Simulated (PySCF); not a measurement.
Species: C5H10S.
Numbering: `[CH2:1]=[CH:2][S:3][CH2:4][CH2:5][CH3:6]` (hydrogens: H7, H8 on C1; H9 on C2; H10, H11 on C4; H12, H13 on C5; H14, H15, H16 on C6)

Structure used (PBE0-D3(BJ)/def2-SVP), in Å, numbered top down from 1:
```
atom  x, y, z in Å
C1     2.4032   -0.0662    0.6296
C2     1.9605    0.8126   -0.2772
S3     0.5000    0.7994   -1.2329
C4    -0.3667   -0.6757   -0.6334
C5    -1.0769   -0.5015    0.7040
C6    -2.2221    0.4959    0.6590
H7     3.3642    0.0968    1.1223
H8     1.8469   -0.9620    0.9132
H9     2.5615    1.6965   -0.5189
H10   -1.0921   -0.9018   -1.4315
H11    0.3519   -1.5106   -0.6134
H12   -1.4511   -1.4922    1.0171
H13   -0.3446   -0.1958    1.4686
H14   -2.6866    0.6160    1.6489
H15   -1.8650    1.4841    0.3307
H16   -3.0077    0.1726   -0.0432
```

Computed with core-valence-separated Tamm–Dancoff BHandHLYP/aug-pcX-1 (pcseg-1 on H, def2-SVPD on S) in PySCF, non-relativistic, gas phase, PBE0-D3(BJ)/def2-SVP geometry. The energies are unshifted.

Task: What does the C 1s absorption edge look like?

Result: 
```json
{"E (eV)": "282.77", "f": "0.0548", "core hole on": "C1", "main final orbital": "LUMO+1 (42 %)", "polarisation": "normal to the local trigonal plane"}
{"E (eV)": "283.38", "f": "0.0656", "core hole on": "C2", "main final orbital": "LUMO+1 (50 %)", "polarisation": "normal to the local trigonal plane"}
{"E (eV)": "285.28", "f": "0.0092", "core hole on": "C6", "main final orbital": "LUMO (44 %)", "polarisation": "–"}
{"E (eV)": "285.59", "f": "0.0158", "core hole on": "C5", "main final orbital": "LUMO (68 %)", "polarisation": "–"}
{"E (eV)": "285.65", "f": "0.0076", "core hole on": "C1", "main final orbital": "LUMO (36 %)", "polarisation": "in the local trigonal plane"}
{"E (eV)": "285.65", "f": "0.0519", "core hole on": "C4", "main final orbital": "spread", "polarisation": "–"}
{"E (eV)": "285.93", "f": "0.0268", "core hole on": "C6", "main final orbital": "spread", "polarisation": "–"}
{"E (eV)": "286.05", "f": "0.0202", "core hole on": "C1", "main final orbital": "LUMO+3 (31 %)", "polarisation": "in the local trigonal plane"}
{"E (eV)": "286.18", "f": "0.0129", "core hole on": "C6", "main final orbital": "spread", "polarisation": "–"}
{"E (eV)": "286.31", "f": "0.0213", "core hole on": "C5", "main final orbital": "LUMO+1 (36 %)", "polarisation": "–"}
{"E (eV)": "286.42", "f": "0.0231", "core hole on": "C4", "main final orbital": "LUMO (53 %)", "polarisation": "–"}
{"E (eV)": "286.48", "f": "0.0463", "core hole on": "C2", "main final orbital": "spread", "polarisation": "in the local trigonal plane"}
{"E (eV)": "286.53", "f": "0.0133", "core hole on": "C6", "main final orbital": "spread", "polarisation": "–"}
{"E (eV)": "286.64", "f": "0.0138", "core hole on": "C2", "main final orbital": "LUMO+3 (58 %)", "polarisation": "in the local trigonal plane"}
{"E (eV)": "286.68", "f": "0.0104", "core hole on": "C5", "main final orbital": "LUMO+1 (39 %)", "polarisation": "–"}
{"E (eV)": "286.81", "f": "0.0030", "core hole on": "C5", "main final orbital": "LUMO+2 (61 %)", "polarisation": "–"}
{"E (eV)": "286.85", "f": "0.0022", "core hole on": "C6", "main final orbital": "LUMO+1 (64 %)", "polarisation": "–"}
{"E (eV)": "286.91", "f": "0.0312", "core hole on": "C4", "main final orbital": "spread", "polarisation": "–"}
{"E (eV)": "286.96", "f": "0.0063", "core hole on": "C1", "main final orbital": "LUMO+1 (39 %)", "polarisation": "mixed"}
{"E (eV)": "287.00", "f": "0.0024", "core hole on": "C1", "main final orbital": "LUMO+5 (32 %)", "polarisation": "in the local trigonal plane"}
{"E (eV)": "287.09", "f": "0.0022", "core hole on": "C6", "main final orbital": "LUMO+5 (48 %)", "polarisation": "–"}
{"E (eV)": "287.15", "f": "0.0024", "core hole on": "C5", "main final orbital": "LUMO+4 (56 %)", "polarisation": "–"}
{"E (eV)": "287.17", "f": "0.0060", "core hole on": "C1", "main final orbital": "spread", "polarisation": "mixed"}
```

The first line with a tenth or more of the strongest one's intensity is at 282.77 eV (f = 0.055), with the hole on C1 (terminal =CH2 carbon), polarised normal to the local trigonal plane: a 1s→π* resonance. The strongest listed is at 283.38 eV (f = 0.066; C2, 1s→π*).

Roots within 0.03 eV whose holes lie on the same, on equivalent or on shared atoms are summed into one line, and the highest roots are left out, as the search may have cut off their partners. Final orbitals are the ground state's empty Kohn–Sham orbitals. A dash: too weak, shared between unlike atoms, or no plane or axis to refer to.

Task: What is the summed oscillator strength of the listed C K lines, and their intensity-weighted mean energy?

Result: Σf = 0.449 over 23 lines from 282.77 to 287.17 eV; the weighted mean is 285.41 eV. The strongest line holds 15 % of the sum.

The list ends where the root search ended, not at a threshold.

One conformer stands for the species.
